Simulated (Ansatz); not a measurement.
PbO (Pbcm, No. 57) was calculated with r²SCAN+SOC (plane waves, PAW; Ansatz, a first-principles code).

Settings: plane-wave cutoff 560 eV, 8×6×6 k mesh (along the axes of the cell as run), Fermi–Dirac smearing 0.01 eV, PAW data made under PBE.

Cell (measured lattice):

Space group Pbcm (No. 57); a = 5.8910 Å, b = 5.4890 Å, c = 4.7750 Å, α = β = γ = 90.00°

| atom | site | symmetry | x | y | z |
|---|---|---|---|---|---|
| Pb | 4d | ..m | 0.2309 | 0.4792 | 0.2500 |
| O | 4d | ..m | 0.1309 | 0.0886 | 0.2500 |

Q: Predict the band gap, smallest direct gap on the k points sampled and direct gap at Γ.

A: 
- band gap = 2.32 eV (indirect)
- smallest direct gap on the k points sampled = 2.75 eV
- direct gap at Γ = 3.36 eV

Note: cell and atoms aren't relaxed at this level (largest force component 0.31 eV/Å, pressure 1.6 GPa).
